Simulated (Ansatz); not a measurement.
**H5OSSi (charge +1): inversion of the pyramid at S3**

Wanted: the energy profile along the inversion of the pyramid at S3, from relaxed end points and a band of images. SMILES of the start: [SiH3]O[SH2+].

Method: RKS PBE-D4/def2-SVPD, in Ansatz 0.2.0.

**1. Starting point**

Bond lengths: Si1–O2 1.755 Å, O2–S3 1.555 Å, Si1–H4 1.457 Å, Si1–H5 1.457 Å, Si1–H6 1.452 Å, S3–H7 1.383 Å, S3–H8 1.382 Å. Angles: Si1–O2–S3 139.7°, O2–Si1–H4 103.7°, O2–Si1–H5 103.5°, O2–Si1–H6 93.2°, H4–Si1–H5 114.2°, H4–Si1–H6 118.5°, H5–Si1–H6 118.4°, O2–S3–H7 99.0°, O2–S3–H8 98.7°, H7–S3–H8 90.6°.

Coordinates:

```xyz
8

Si   -0.7999    1.0531   -0.5650
O     0.1367   -0.1002    0.3689
S     0.8987   -1.4422    0.1752
H    -1.9055    0.2591   -1.0845
H     0.1378    1.5082   -1.5834
H    -1.0422    1.9095    0.5820
H     2.0935   -1.1010    0.7823
H     0.4809   -2.0864    1.3244
```

**2. End point A**

The input, input.yaml:

```yaml
crystal:
  periodic: [false, false, false]
  atoms:
    - { symbol: Si, position_ang: [-0.7999, 1.05305, -0.56496] }
    - { symbol: O, position_ang: [0.13669, -0.10017, 0.36889] }
    - { symbol: S, position_ang: [0.8987, -1.44219, 0.17518] }
    - { symbol: H, position_ang: [-1.90549, 0.25912, -1.08446] }
    - { symbol: H, position_ang: [0.13781, 1.50816, -1.58338] }
    - { symbol: H, position_ang: [-1.04222, 1.90948, 0.58199] }
    - { symbol: H, position_ang: [2.09346, -1.10102, 0.78235] }
    - { symbol: H, position_ang: [0.48095, -2.08643, 1.3244] }
total_charge: 1
basis:
  gaussian: { orbitals: def2-SVPD }
hamiltonian:
  xc: pbe
  dispersion: d4
relax:
  f_tol: 0.015
  max_steps: 40
output:
  orbitals: {}
```

On the command line:

```sh
$ ansatz run input.yaml --threads 2 --pin off --max-ram 3072MiB --backend cpu --events-out ev --progress --plain --runs-dir out
```

The program printed (excerpt; [...] marks lines left out):

```text
Warning: RAYON_NUM_THREADS=2 ignored (pool sized by the plan → 2); use --threads N
[...]
Functional definition: PBE
[...]
1003 factors; their error is unknown
[...]
mean field -20814.57453971 eV, -764.9215057089 hartree, gradient 4.6e-5 eV, S^2 0.000000; 0 other end points of the search recorded, 0 dependent functions left out
[...]
reference -20814.57460198 eV, -764.9215079973 hartree; 21, 21 occupied and 93, 93 virtual orbitals, 1003 factors
relax step   1: F+E_penalty+E_count = -20814.69372366 eV  Δ(F+E_penalty+E_count) = +0.000e0 eV  max|allowed force component| = 1.035e0 eV/Å  Δτ_max = 0.0000 Å  (26 SCF iters, accepted)
[...]
relax step   5: F+E_penalty+E_count = -20814.89827018 eV  Δ(F+E_penalty+E_count) = -8.261e-3 eV  max|allowed force component| = 5.839e-2 eV/Å  Δτ_max = 0.0314 Å  (28 SCF iters, accepted)
[...]
relax step   6: F+E_penalty+E_count = -20814.89863080 eV  Δ(F+E_penalty+E_count) = -3.606e-4 eV  max|allowed force component| = 8.125e-3 eV/Å  Δτ_max = 0.0082 Å  (29 SCF iters, accepted)
1003 factors; their error is unknown
[...]
mean field -20814.77927475 eV, -764.9290295829 hartree, gradient 1.8e-5 eV, S^2 0.000000; 1 other end points of the search recorded, 0 dependent functions left out
[...]
reference -20814.77933520 eV, -764.9290318043 hartree; 21, 21 occupied and 93, 93 virtual orbitals, 1003 factors
Total energy: -20814.89869124 eV, -764.9334180582 hartree
Atom 0 at    -0.784139     1.047973    -0.523470 Å, force     0.006334    -0.008125     0.001411 eV/Å
Atom 1 at     0.168587    -0.000250     0.612975 Å, force    -0.002552     0.004654     0.000595 eV/Å
Atom 2 at     0.867915    -1.380422     0.168307 Å, force     0.004274    -0.002462     0.007608 eV/Å
Atom 3 at    -1.871053     0.166067    -1.040863 Å, force    -0.003188     0.000104    -0.001429 eV/Å
Atom 4 at     0.192423     1.467922    -1.570426 Å, force    -0.000587     0.002980    -0.003141 eV/Å
Atom 5 at    -1.202331     2.102345     0.437526 Å, force    -0.000288     0.001479     0.002268 eV/Å
Atom 6 at     2.136203    -1.204053     0.696308 Å, force    -0.002268     0.000592    -0.003084 eV/Å
Atom 7 at     0.492394    -2.199583     1.219653 Å, force    -0.001725     0.000778    -0.004229 eV/Å
Dipole moment:     0.368246    -0.547887     0.112811 e Å
```

Wall time 12 s (2 threads of Arm Neoverse V1, shared host); peak memory 0.14 GiB.

Step by step:

```csv
step,energy from step 1 (eV),largest force component (eV/Å)
1,0.0000,1.0348
2,-0.1258,0.6597
3,-0.1545,0.5222
4,-0.1963,0.3012
5,-0.2045,0.0584
6,-0.2049,0.0081
```

Step 1 is the start.

After: Bond lengths: Si1–O2 1.816 Å, O2–S3 1.610 Å, Si1–H4 1.492 Å, Si1–H5 1.492 Å, Si1–H6 1.487 Å, S3–H7 1.385 Å, S3–H8 1.385 Å. Angles: Si1–O2–S3 123.4°, O2–Si1–H4 104.9°, O2–Si1–H5 105.0°, O2–Si1–H6 98.8°, H4–Si1–H5 113.6°, H4–Si1–H6 116.0°, H5–Si1–H6 116.0°, O2–S3–H7 100.6°, O2–S3–H8 100.3°, H7–S3–H8 92.0°.

**3. End point B**

The second end starts from a geometry with the move made by hand.

Edit input.yaml of step 2 so:

```diff
@@ -9,4 +9,4 @@
     - { symbol: H, position_ang: [-1.04222, 1.90948, 0.58199] }
-    - { symbol: H, position_ang: [2.09346, -1.10102, 0.78235] }
-    - { symbol: H, position_ang: [0.48095, -2.08643, 1.3244] }
+    - { symbol: H, position_ang: [1.52403, -1.16328, -1.02635] }
+    - { symbol: H, position_ang: [-0.08875, -2.14872, -0.48515] }
 total_charge: 1
```

On the command line:

```sh
$ ansatz run input.yaml --threads 2 --pin off --max-ram 3072MiB --backend cpu --events-out ev --progress --plain --runs-dir out
```

The program printed (excerpt; [...] marks lines left out):

```text
Warning: RAYON_NUM_THREADS=2 ignored (pool sized by the plan → 2); use --threads N
[...]
[... 1 set-up line as earlier in the session ...]
[...]
1003 factors; their error is unknown
[...]
mean field -20814.54935156 eV, -764.9205800617 hartree, gradient 5.6e-5 eV, S^2 0.000000; 0 other end points of the search recorded, 0 dependent functions left out
[...]
reference -20814.54941405 eV, -764.9205823581 hartree; 21, 21 occupied and 93, 93 virtual orbitals, 1003 factors
relax step   1: F+E_penalty+E_count = -20814.67300643 eV  Δ(F+E_penalty+E_count) = +0.000e0 eV  max|allowed force component| = 1.375e0 eV/Å  Δτ_max = 0.0000 Å  (26 SCF iters, accepted)
[...]
relax step   6: F+E_penalty+E_count = -20814.90027550 eV  Δ(F+E_penalty+E_count) = -1.276e-3 eV  max|allowed force component| = 2.049e-2 eV/Å  Δτ_max = 0.0182 Å  (28 SCF iters, accepted)
[...]
reference -20814.77609643 eV, -764.9289127817 hartree; 21, 21 occupied and 93, 93 virtual orbitals, 1003 factors
Total energy: -20814.90039805 eV, -764.9334807823 hartree
Atom 0 at    -0.772002     1.026075    -0.499362 Å, force     0.000426    -0.000962    -0.000224 eV/Å
Atom 1 at     0.182604    -0.091317     0.549078 Å, force    -0.001763     0.002444     0.000189 eV/Å
Atom 2 at     0.871211    -1.465442     0.107225 Å, force     0.001264    -0.001484     0.001982 eV/Å
Atom 3 at    -1.882969     0.166239    -1.011416 Å, force    -0.000351     0.000617     0.000191 eV/Å
Atom 4 at     0.194456     1.421158    -1.569381 Å, force    -0.000385    -0.000120     0.000026 eV/Å
Atom 5 at    -1.145559     2.079471     0.479679 Å, force     0.000429     0.000069     0.000288 eV/Å
Atom 6 at     1.539427    -1.139211    -1.068023 Å, force     0.001818     0.000786    -0.001507 eV/Å
Atom 7 at    -0.126298    -2.121523    -0.606038 Å, force    -0.001438    -0.001350    -0.000945 eV/Å
Dipole moment:     0.143971    -0.442837    -0.423737 e Å
```

Run time: 14 s. Hardware: 2 threads of Arm Neoverse V1, shared host; peak memory 0.14 GiB.

Step by step:

```csv
step,energy from step 1 (eV),largest force component (eV/Å)
1,0.0000,1.3749
2,-0.1769,0.6729
3,-0.1992,0.3834
4,-0.2202,0.3593
5,-0.2260,0.1055
6,-0.2273,0.0205
7,-0.2273,0.0024
```

Step 1 is the start.

After: Bond lengths: Si1–O2 1.805 Å, O2–S3 1.599 Å, Si1–H4 1.495 Å, Si1–H5 1.495 Å, Si1–H6 1.486 Å, S3–H7 1.391 Å, S3–H8 1.391 Å. Angles: Si1–O2–S3 126.8°, O2–Si1–H4 103.6°, O2–Si1–H5 103.7°, O2–Si1–H6 100.9°, H4–Si1–H5 112.8°, H4–Si1–H6 116.5°, H5–Si1–H6 116.5°, O2–S3–H7 103.8°, O2–S3–H8 103.8°, H7–S3–H8 91.3°.

**4. The band**

crystal.atoms is end A as relaxed above, and neb.final_atoms is end B, turned to lie on A. With 5 inner images the band has 7 in all.

The input, input.yaml:

```yaml
crystal:
  periodic: [false, false, false]
  atoms:
    - { symbol: Si, position_ang: [-0.784139, 1.047973, -0.52347] }
    - { symbol: O, position_ang: [0.168587, -0.00025, 0.612975] }
    - { symbol: S, position_ang: [0.867915, -1.380422, 0.168307] }
    - { symbol: H, position_ang: [-1.871053, 0.166067, -1.040863] }
    - { symbol: H, position_ang: [0.192423, 1.467922, -1.570426] }
    - { symbol: H, position_ang: [-1.202331, 2.102345, 0.437526] }
    - { symbol: H, position_ang: [2.136203, -1.204053, 0.696308] }
    - { symbol: H, position_ang: [0.492394, -2.199583, 1.219653] }
total_charge: 1
basis:
  gaussian: { orbitals: def2-SVPD }
hamiltonian:
  xc: pbe
  dispersion: d4
neb:
  order_check: false
  images: 5
  f_tol: 0.05
  max_iterations: 60
  initial_path: idpp
  final_atoms:
    - { symbol: Si, position_ang: [-0.67955932, 0.92416841, -0.40958386] }
    - { symbol: O, position_ang: [0.15488388, 0.20941001, 1.02285774] }
    - { symbol: S, position_ang: [0.99714004, -1.14953897, 1.0615282] }
    - { symbol: H, position_ang: [-1.62879329, -0.14928577, -0.83668563] }
    - { symbol: H, position_ang: [0.42616799, 1.1433987, -1.39161109] }
    - { symbol: H, position_ang: [-1.28197105, 2.1407647, 0.19432245] }
    - { symbol: H, position_ang: [1.83194369, -1.05452509, -0.04672375] }
    - { symbol: H, position_ang: [0.18018705, -2.06439298, 0.40590594] }
```

On the command line:

```sh
$ ansatz run input.yaml --threads 2 --pin off --max-ram 3072MiB --backend cpu --events-out ev --progress --plain --runs-dir out
```

The program printed (excerpt; [...] marks lines left out):

```text
Warning: RAYON_NUM_THREADS=2 ignored (pool sized by the plan → 2); use --threads N
[...]
[... 1 set-up line as earlier in the session ...]
[...]
1003 factors; their error is unknown
[...]
mean field -20814.77928177 eV, -764.9290298409 hartree, gradient 2.8e-5 eV, S^2 0.000000; 0 other end points of the search recorded, 0 dependent functions left out
[...]
reference -20814.77934222 eV, -764.9290320624 hartree; 21, 21 occupied and 93, 93 virtual orbitals, 1003 factors
1003 factors; their error is unknown
[...]
mean field -20814.77603294 eV, -764.9289104487 hartree, gradient 3.2e-5 eV, S^2 0.000000; 0 other end points of the search recorded, 0 dependent functions left out
[...]
reference -20814.77609406 eV, -764.9289126948 hartree; 21, 21 occupied and 93, 93 virtual orbitals, 1003 factors
NEB end point (image 0): max|allowed force component| = 8.187e-3 eV/Å (the criterion of neb.relax_end_points is 1.000e-2)
[...]
reference -20813.77232165 eV, -764.8920247390 hartree; 21, 21 occupied and 93, 93 virtual orbitals, 1003 factors
1003 factors; their error is unknown
mean field -20814.61760513 eV, -764.9230883341 hartree, gradient 2.6e-5 eV, S^2 0.000000; 0 other end points of the search recorded, 0 dependent functions left out
[...]
reference -20814.61766600 eV, -764.9230905708 hartree; 21, 21 occupied and 93, 93 virtual orbitals, 1003 factors
NEB iter   1: max|band force component| = 2.364e0 eV/Å  barrier→ = 1.7403 eV  barrier← = 1.7420 eV  Δτ_max = 0.0906 Å  (182 SCF iters)
[...]
NEB iter   2: max|band force component| = 1.421e0 eV/Å  barrier→ = 1.6287 eV  barrier← = 1.6304 eV  Δτ_max = 0.0479 Å  (140 SCF iters)
[...]
NEB iter   3: max|band force component| = 3.754e-1 eV/Å  barrier→ = 1.5766 eV  barrier← = 1.5783 eV  CI = image 3  Δτ_max = 0.0271 Å  (141 SCF iters)
[...]
1003 factors; their error is unknown
[...]
mean field -20814.71723941 eV, -764.9267498261 hartree, gradient 2.2e-5 eV, S^2 0.000000; 0 other end points of the search recorded, 0 dependent functions left out
[...]
```

**5. The output, continued: band between the two ends**

The log, continued (excerpt; [...] marks lines left out):

```text
reference -20814.71729862 eV, -764.9267520023 hartree; 21, 21 occupied and 93, 93 virtual orbitals, 1003 factors
[...]
1003 factors; their error is unknown
mean field -20814.13208222 eV, -764.9052456961 hartree, gradient 2.2e-5 eV, S^2 0.000000; 0 other end points of the search recorded, 0 dependent functions left out
[...]
reference -20814.13214132 eV, -764.9052478679 hartree; 21, 21 occupied and 93, 93 virtual orbitals, 1003 factors
[...]
1003 factors; their error is unknown
mean field -20813.20212704 eV, -764.8710704735 hartree, gradient 1.3e-5 eV, S^2 0.000000; 0 other end points of the search recorded, 0 dependent functions left out
[...]
reference -20813.20218727 eV, -764.8710726869 hartree; 21, 21 occupied and 93, 93 virtual orbitals, 1003 factors
[...]
1003 factors; their error is unknown
[...]
Total energy: -20813.32106205 eV, -764.8754412547 hartree
Atom 0 at    -0.761662     1.011348    -0.495398 Å, force     0.009639    -0.006320     0.022427 eV/Å
Atom 1 at     0.126186     0.204169     0.889465 Å, force    -0.025319     0.029490    -0.031052 eV/Å
Atom 2 at     0.905244    -1.171406     0.653083 Å, force     0.012610    -0.032957    -0.018841 eV/Å
Atom 3 at    -1.755918    -0.008894    -0.938903 Å, force    -0.001134     0.005896    -0.003026 eV/Å
Atom 4 at     0.303295     1.292120    -1.501820 Å, force    -0.005448     0.001571    -0.001916 eV/Å
Atom 5 at    -1.302452     2.185813     0.240057 Å, force     0.000036     0.003473     0.004918 eV/Å
Atom 6 at     2.219372    -1.157086     0.297271 Å, force     0.018580     0.009463     0.010474 eV/Å
Atom 7 at     0.265933    -2.356065     0.856254 Å, force    -0.008964    -0.010616     0.017018 eV/Å
Dipole moment:     0.330993    -0.597268    -0.126825 e Å
this run last wrote the band of iteration 6 to <dir>
```

Run time: 58 s. Hardware: 2 threads of Arm Neoverse V1, shared host; peak memory 0.14 GiB.

**6. Images and barrier**

Images 0 and 6 are the ends. Energies count from image 0; the path length is the program's own measure over all atoms.

| image | path (Å) | energy (eV) | sum of angles at S3 (°) | band force (eV/Å) |
| --- | --- | --- | --- | --- |
| 0 | 0.000 | 0.0000 | 292.9 | - |
| 1 | 0.387 | 0.0568 | 299.3 | 0.005 |
| 2 | 0.774 | 0.6078 | 333.5 | 0.009 |
| 3* | 1.161 | 1.5776 | 360.0 | 0.035 |
| 4 | 1.547 | 0.5501 | 336.7 | 0.013 |
| 5 | 1.933 | 0.0291 | 303.3 | 0.005 |
| 6 | 2.319 | -0.0017 | 298.9 | - |

The star marks the climbing image.

image, energy (eV) and a bar:
```
        0      0.000 
        1      0.057 #
        2      0.608 ############
        3      1.578 ##############################
        4      0.550 ##########
        5      0.029 #
        6     -0.002
```

How the highest energy settled:

```csv
iteration,highest image above image 0 (eV),largest band force (eV/Å)
1,1.7403,2.364
2,1.6287,1.421
3,1.5766,0.375
4,1.5763,0.255
5,1.5780,0.060
6,1.5776,0.035
```

Positions of all images (Å):

```xyz
8
image=0 dE=0.0000
Si   -0.784    1.048   -0.523
O     0.169    0.000    0.613
S     0.868   -1.380    0.168
H    -1.871    0.166   -1.041
H     0.192    1.468   -1.570
H    -1.202    2.102    0.438
H     2.136   -1.204    0.696
H     0.492   -2.200    1.220
8
image=1 dE=0.0568
Si   -0.768    1.041   -0.464
O     0.174    0.067    0.762
S     0.823   -1.279    0.146
H    -1.791    0.064   -0.944
H     0.262    1.356   -1.499
H    -1.269    2.183    0.341
H     2.132   -1.198    0.588
H     0.438   -2.234    1.071
8
image=2 dE=0.6078
Si   -0.758    1.022   -0.463
O     0.159    0.158    0.904
S     0.823   -1.192    0.325
H    -1.755    0.008   -0.925
H     0.298    1.302   -1.485
H    -1.297    2.193    0.270
H     2.201   -1.172    0.420
H     0.330   -2.319    0.954
8
image=3 dE=1.5776
Si   -0.762    1.011   -0.495
O     0.126    0.204    0.889
S     0.905   -1.171    0.653
H    -1.756   -0.009   -0.939
H     0.303    1.292   -1.502
H    -1.302    2.186    0.240
H     2.219   -1.157    0.297
H     0.266   -2.356    0.856
8
image=4 dE=0.5501
Si   -0.761    0.996   -0.523
O     0.122    0.184    0.832
S     0.984   -1.141    0.990
H    -1.755   -0.026   -0.957
H     0.308    1.280   -1.521
H    -1.307    2.175    0.207
H     2.139   -1.160    0.219
H     0.269   -2.309    0.754
8
image=5 dE=0.0291
Si   -0.721    0.936   -0.510
O     0.133    0.201    0.905
S     1.011   -1.102    1.162
H    -1.707   -0.096   -0.948
H     0.351    1.209   -1.513
H    -1.296    2.133    0.162
H     1.947   -1.128    0.131
H     0.283   -2.153    0.611
8
image=6 dE=-0.0017
Si   -0.683    0.948   -0.345
O     0.191    0.162    1.025
S     1.020   -1.205    0.975
H    -1.657   -0.097   -0.787
H     0.392    1.201   -1.353
H    -1.252    2.141    0.332
H     1.818   -1.068   -0.155
H     0.172   -2.082    0.308
```

**7. Frequencies at the highest image**

The geometry is the highest inner image of the first converged band.

The input, input.yaml:

```yaml
crystal:
  periodic: [false, false, false]
  atoms:
    - { symbol: Si, position_ang: [-0.761662, 1.011348, -0.495398] }
    - { symbol: O, position_ang: [0.126186, 0.204169, 0.889465] }
    - { symbol: S, position_ang: [0.905244, -1.171406, 0.653083] }
    - { symbol: H, position_ang: [-1.755918, -0.008894, -0.938903] }
    - { symbol: H, position_ang: [0.303295, 1.29212, -1.50182] }
    - { symbol: H, position_ang: [-1.302452, 2.185813, 0.240057] }
    - { symbol: H, position_ang: [2.219372, -1.157086, 0.297271] }
    - { symbol: H, position_ang: [0.265933, -2.356065, 0.856254] }
total_charge: 1
basis:
  gaussian: { orbitals: def2-SVPD }
hamiltonian:
  xc: pbe
  dispersion: d4
phonons: {}
```

On the command line:

```sh
$ ansatz run input.yaml --threads 2 --pin off --max-ram 3072MiB --backend cpu --events-out ev --progress --plain --runs-dir out
```

The program printed (excerpt; [...] marks lines left out):

```text
Warning: RAYON_NUM_THREADS=2 ignored (pool sized by the plan → 2); use --threads N
[...]
[... 1 set-up line as earlier in the session ...]
[...]
1003 factors; their error is unknown
[...]
mean field -20813.20076550 eV, -764.8710204380 hartree, gradient 2.1e-5 eV, S^2 0.000000; 0 other end points of the search recorded, 0 dependent functions left out
[...]
reference -20813.20082571 eV, -764.8710226507 hartree; 21, 21 occupied and 93, 93 virtual orbitals, 1003 factors
[...]
1003 factors; their error is unknown
mean field -20813.20068535 eV, -764.8710174923 hartree, gradient 1.9e-6 eV, S^2 0.000000; 0 other end points of the search recorded, 0 dependent functions left out
[...]
reference -20813.20074556 eV, -764.8710197051 hartree; 21, 21 occupied and 93, 93 virtual orbitals, 1003 factors
[...]
1003 factors; their error is unknown
mean field -20813.20066808 eV, -764.8710168577 hartree, gradient 2.2e-6 eV, S^2 0.000000; 0 other end points of the search recorded, 0 dependent functions left out
[...]
WARN: phonons: modes at or below zero, which the zero-point energy, F, S and C_V leave out: 1, the lowest at -1103.29 cm⁻¹. A minimum has none, and a first-order saddle one
[...]
Total energy: -20813.32105947 eV, -764.8754411597 hartree
Atom 0 at    -0.761662     1.011348    -0.495398 Å, force     0.009647    -0.006312     0.022414 eV/Å
Atom 1 at     0.126186     0.204169     0.889465 Å, force    -0.025306     0.029491    -0.031009 eV/Å
Atom 2 at     0.905244    -1.171406     0.653083 Å, force     0.012601    -0.032970    -0.018858 eV/Å
Atom 3 at    -1.755918    -0.008894    -0.938903 Å, force    -0.001137     0.005892    -0.003031 eV/Å
Atom 4 at     0.303295     1.292120    -1.501820 Å, force    -0.005455     0.001570    -0.001915 eV/Å
Atom 5 at    -1.302452     2.185813     0.240057 Å, force     0.000034     0.003469     0.004910 eV/Å
Atom 6 at     2.219372    -1.157086     0.297271 Å, force     0.018572     0.009463     0.010475 eV/Å
Atom 7 at     0.265933    -2.356065     0.856254 Å, force    -0.008957    -0.010603     0.017015 eV/Å
Dipole moment:     0.330993    -0.597268    -0.126825 e Å
Vibrations: -1103.29 107.50 192.15 219.92 528.63 644.12 645.70 701.88 861.56 882.95 899.37 922.36 1087.45 2210.13 2249.11 2270.83 2563.56 2642.40 cm⁻¹, zero-point energy 1.216882 eV
```

It took 46 s on 2 threads of Arm Neoverse V1, shared host; peak memory 0.14 GiB.

Of 18 modes, 1 is imaginary by more than 30 cm⁻¹ (1103i cm⁻¹).

**8. Results**

```
                    quantity                    value
                       end A  5 moves, 0.205 eV lower
                       end B  6 moves, 0.227 eV lower
            barrier forwards                  1.58 eV
           barrier backwards                  1.58 eV
second end relative to first                -0.002 eV
               highest image    3 of 0 to 6, climbing
             band iterations                        6
  imaginary modes at the top               1103i cm⁻¹
```

**Reading.** The top lies 1.58 eV above the first end, or 61 kT at room temperature; with a typical attempt rate of 10^13 per second that is roughly 10^-14 events a second. Both ends agree in energy to 2 meV. One imaginary mode, as a first-order saddle point has. These are electronic energies, with no zero-point or thermal terms.
